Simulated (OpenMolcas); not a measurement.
# [NO2]+ (SMILES O=[N+]=O): a chain of runs

Wanted: the energy (UHF/STO-3G), then the energy (CASSCF(6,6)/STO-3G), then a single-point energy (CASPT2(6,6)/STO-3G), then a single-point energy (SC-NEVPT2(6,6)/STO-3G) of [NO2]+. 

Program for the calculation: OpenMolcas 26.06.

2 further runs of the same task are left out: 1 for a known fault of the program, 1 that didn't finish.

**1. Starting point**

[NO2]+: 3 atoms, total charge +1, spin state singlet. SMILES: `O=[N+]=O`. The N2–O3 distance was set to 2.219 Å, away from the relaxed value. At this shape a bond of the SMILES string is far longer than usual.

Bond lengths: O1–N2 1.110 Å. A long bond or contact: N2–O3 2.219 Å.

**2. The energy at UHF/STO-3G (run 1)**

The input, geom.xyz:

```xyz
3

O     -1.145963     1.853992    -0.419154
N     -0.572993     0.926962    -0.209574
O      0.572990    -0.927010     0.209580
```

The input, step1.input:

```
&GATEWAY
 BasLib=$CurrDir
 Coord=geom.xyz
 Basis=STO-3G
 Group=NoSym

&SEWARD

&SCF
 UHF
 Charge=1
 Scramble=0.25
 PrOrbitals=1 1
```

The basis set STO-3G is read from a file made from the Basis Set Exchange's data (not shown).

Command:

```sh
export MOLCAS_MEM=1860
pymolcas step1.input > step1.log
```

Output:

```text
--- Start Module: gateway ---
[...]
--- Stop Module: gateway /rc=_RC_ALL_IS_WELL_ ---
--- Start Module: seward ---
[...]
      Basis functions           15
--- Stop Module: seward /rc=_RC_ALL_IS_WELL_ ---
--- Start Module: scf ---
[...]
       Convergence after  78 Iterations
[...]
::    Total SCF energy                               -200.9521648577
[...]
      Total spin, S                                     0.6972021709
[...]
      Total electronic charge=   22.000000
      Total            charge=    1.000000
[...]
      Dipole Moment (debye):
      Origin of the operator (angstrom)=   -0.3737    0.6046   -0.1367
                   X= -2.0400E+00               Y=  3.3043E+00               Z= -7.4898E-01           Total=  3.9549E+00
      Center of Charge (angstrom)
[...]
--- Stop Module: scf /rc=_RC_ALL_IS_WELL_ ---
[...]
```

Run time: 2.7 s. Hardware: 1 thread of Arm Neoverse V2, shared host; peak memory 0.37 GiB.

**3. A single-point energy at CASSCF(6,6)/STO-3G (run 2)**

geom.xyz is that of step 2.

The input, step2.input:

```
>>> EXPORT MOLCAS_PRINT=2
&GATEWAY
BASLIB=$CurrDir
COORD=geom.xyz
BASIS=STO-3G
GROUP=NoSym
&SEWARD
&RASSCF
FILEORB=$CurrDir/step1.UnaOrb
SPIN=1
NACTEL=6 0 0
INACTIVE=8
RAS2=6
ORBLISTING=Nothing
```

The basis set STO-3G is read from a file made from the Basis Set Exchange's data (not shown).

Command:

```sh
export MOLCAS_MEM=1860
pymolcas step2.input > step2.log
```

Output:

```text
--- Start Module: gateway ---
[...]
--- Stop Module: gateway /rc=_RC_ALL_IS_WELL_ ---
--- Start Module: seward ---
[...]
      Basis functions           15
--- Stop Module: seward /rc=_RC_ALL_IS_WELL_ ---
--- Start Module: rasscf ---
[...]
      Number of active orbitals                  6
[...]
      Spin quantum number                      0.0
[...]
      Active orbitals                            6
[...]
      Number of CSFs                           175
[...]
      Number of root(s) required                 1
[...]
      Convergence after 13 iterations
[...]
      printout of CI-coefficients larger than  0.05 for root  1
      energy=    -201.022613
      conf/sym  111111     Coeff  Weight
             1  222000   0.69971 0.48960
            11  220200  -0.65328 0.42677
            31  202020  -0.11545 0.01333
            39  ud20ud  -0.09920 0.00984
            46  022002  -0.11500 0.01322
            55  uu20dd  -0.07732 0.00598
[...]
      Natural orbitals and occupation numbers for root  1
      sym 1:   1.914006   1.913254   1.069161   0.931023   0.086573   0.085983
      ************************************************************************************************************************
      *                                                    Final results                                                     *
[...]
::    RASSCF root number  1 Total energy:   -201.02261300
[...]
      Total electronic charge=   22.000000
      Total            charge=    1.000000
[...]
      Dipole Moment (debye):
      Origin of the operator (angstrom)=   -0.3737    0.6046   -0.1367
                   X= -2.2457E+00               Y=  3.6332E+00               Z= -8.2147E-01           Total=  4.3495E+00
      Center of Charge (angstrom)
[...]
--- Stop Module: rasscf /rc=_RC_ALL_IS_WELL_ ---
[...]
```

Run time: 1.7 s. Hardware: 1 thread of Arm Neoverse V2, shared host; peak memory 0.37 GiB.

**4. The energy at CASPT2(6,6)/STO-3G (run 3)**

geom.xyz is that of step 3.

The input, step3.input:

```
>>> EXPORT MOLCAS_PRINT=2

&GATEWAY
 BasLib=$CurrDir
 Coord=geom.xyz
 Basis=STO-3G
 Group=NoSym

&SEWARD

&RASSCF
 FileOrb=$CurrDir/step2.RasOrb
 Spin=1
 Nactel=6 0 0
 Inactive=8
 Ras2=6
 OrbListing=Nothing

&CASPT2
 Imaginary=0.1
 Frozen=3
```

The basis set STO-3G is read from a file made from the Basis Set Exchange's data (not shown).

Command:

```sh
export MOLCAS_MEM=1860
pymolcas step3.input > step3.log
```

Output:

```text
--- Start Module: gateway ---

                                              &GATEWAY

                       available to each process: 1.9 GB of memory, 1 thread

 Basis Set     1 Label: O.STO-3G
 Basis set is read from library:.
 basistype.tbl is not found

 Basis Set     2 Label: N.STO-3G
 Basis set is read from library:.
 basistype.tbl is not found

 Basis Set     3 Label: O.STO-3G
 Basis set is read from library:.
 basistype.tbl is not found

++    Symmetry information:
      ---------------------

                    Character Table for C1

                             E
                    a        1  x, y, xy, Rz, z, xz, Ry, yz, Rx, I
--

++    Basis set information:
      ----------------------

      Basis set label: O.STO-3G.........

      Electronic valence basis set:
      ------------------
      Associated Effective Charge   8.000000 au
      Associated Actual Charge      8.000000 au
      Nuclear Model: Point charge

      Shell  nPrim  nBasis  Cartesian Spherical Contaminant
         s       6       2        X
[... 108 lines left out ...]
      Nuclear repulsion energy =   50.22682217
[... 77 lines left out ...]
      Convergence after  4 iterations
[... 10 lines left out ...]
      printout of CI-coefficients larger than  0.05 for root  1
[... 1 line left out ...]
      conf/sym  111111     Coeff  Weight
[... 10 lines left out ...]
      *                                                    Final results                                                     *
[... 6 lines left out ...]
      RASSCF energy for state  1                   -201.02261300
[... 12 lines left out ...]
::    RASSCF root number  1 Total energy:   -201.02261300
[... 29 lines left out ...]
      Dipole Moment (debye):
[... 15 lines left out ...]
      Spin density orbitals for root   1 are written to the SPDORB.1 file
[... 52 lines left out ...]
      Imaginary shift                            0.10
[... 3 lines left out ...]
--------------------------------------------------------------------------------
 Estimated memory requirements:
  POLY3 :                   262414
  RHS:                      275884
  SIGMA :                   254320
  PRPCTL:                        0
 Available workspace:    232487074

++ CASPT2 computation for group   1

********************************************************************************
 Multi-State initialization phase begins for group   1
--------------------------------------------------------------------------------
********************************************************************************
 Compute H0 matrices for state    1
--------------------------------------------------------------------------------
--------------------------------------------------------------------------------
 H0 matrices have been computed.

********************************************************************************
  CASPT2 EQUATION SOLUTION
--------------------------------------------------------------------------------
 Invalid disk address                    -8
 I/O error in DaFile_checkarg
 Unit =                    45

--- Stop Module: caspt2 /rc=-6 ---

.########################.
.# Non-zero return code #.
.########################.

    Timing: Wall=1.35 User=1.01 System=0.33
```

Run time: 1.6 s. Hardware: 1 thread of Arm Neoverse V2, shared host; peak memory 0.37 GiB.

The job broke off with an error.

**5. The energy at SC-NEVPT2(6,6)/STO-3G (run 4)**

geom.xyz is that of step 4.

The input, step4.input:

```
&GATEWAY
  BasLib=$CurrDir
  Coord=geom.xyz
  Basis=STO-3G
  Group=NoSym

&SEWARD

&RASSCF
  FileOrb=$CurrDir/step2.RasOrb
  Spin=1
  Nactel=6 0 0
  Inactive=8
  Ras2=6
  OrbListing=Nothing

&CASPT2
  SC-NEVPT2
  Frozen=3
```

The basis set STO-3G is read from a file made from the Basis Set Exchange's data (not shown).

Command:

```sh
export MOLCAS_MEM=1860
pymolcas step4.input > step4.log
```

Output:

```text
--- Start Module: gateway ---
[...]
--- Stop Module: gateway /rc=_RC_ALL_IS_WELL_ ---
[...]
      Basis functions           15
[...]
--- Start Module: rasscf ---
[...]
      Number of active orbitals                  6
[...]
      Spin quantum number                      0.0
[...]
      Active orbitals                            6
[...]
      Number of CSFs                           175
[...]
      Number of root(s) required                 1
[...]
      Convergence after  4 iterations
[...]
      printout of CI-coefficients larger than  0.05 for root  1
      energy=    -201.022613
      conf/sym  111111     Coeff  Weight
             1  222000   0.69971 0.48959
            11  220200  -0.65328 0.42677
            31  202020  -0.11545 0.01333
            39  ud20ud  -0.09920 0.00984
            46  022002  -0.11500 0.01322
            55  uu20dd  -0.07731 0.00598
[...]
      Natural orbitals and occupation numbers for root  1
      sym 1:   1.914005   1.913253   1.069156   0.931028   0.086574   0.085984
      ************************************************************************************************************************
      *                                                    Final results                                                     *
[...]
::    RASSCF root number  1 Total energy:   -201.02261300
[...]
      Total electronic charge=   22.000000
      Total            charge=    1.000000
[...]
      Dipole Moment (debye):
      Origin of the operator (angstrom)=   -0.3737    0.6046   -0.1367
                   X= -2.2457E+00               Y=  3.6332E+00               Z= -8.2144E-01           Total=  4.3495E+00
      Center of Charge (angstrom)
[...]
--- Stop Module: rasscf /rc=_RC_ALL_IS_WELL_ ---
--- Start Module: caspt2 ---
[...]
 ###    WARNING: User changed nr of frozen orbitals.                         ###
 ###############################################################################
[...]
      E2 (Variational):          -0.0524288886
[...]
      E2 (Variational):          -0.0522538940
      Total energy:            -201.0748668943
[...]
      Reference weight:           0.98146
[...]
::    SC-NEVPT2 Root  1     Total energy:   -201.07486689
[...]
--- Stop Module: caspt2 /rc=_RC_ALL_IS_WELL_ ---
[...]
```

Run time: 1.6 s. Hardware: 1 thread of Arm Neoverse V2, shared host; peak memory 0.37 GiB.

**6. What came out**

```
                                  quantity                value
           run 1, UHF/STO-3G: total energy        -200.95216 Eh
            run 1, UHF/STO-3G: HOMO energy            -16.38 eV
            run 1, UHF/STO-3G: LUMO energy             -8.10 eV
          run 1, UHF/STO-3G: HOMO–LUMO gap              8.28 eV
                   run 1, UHF/STO-3G: ⟨S²⟩                1.183
   run 2, CASSCF(6,6)/STO-3G: total energy        -201.02261 Eh
run 4, SC-NEVPT2(6,6)/STO-3G: total energy        -201.07487 Eh
                 run 3, CASPT2(6,6)/STO-3G  no result (crashed)
```

What this shows: ⟨S²⟩ (run 1, UHF/STO-3G) is 1.18 where a pure singlet has 0.00: the reference is spin-contaminated. Mulliken charges (run 1, UHF/STO-3G) run from +0.03 on O3 to +0.62 on N2. Mulliken charges (run 2, CASSCF(6,6)/STO-3G) run from +0.02 on O3 to +0.58 on N2. Mulliken charges (run 4, SC-NEVPT2(6,6)/STO-3G) of the CASSCF density run from +0.02 on O3 to +0.58 on N2; they depend strongly on the basis. 1 of the 4 runs did not end normally.
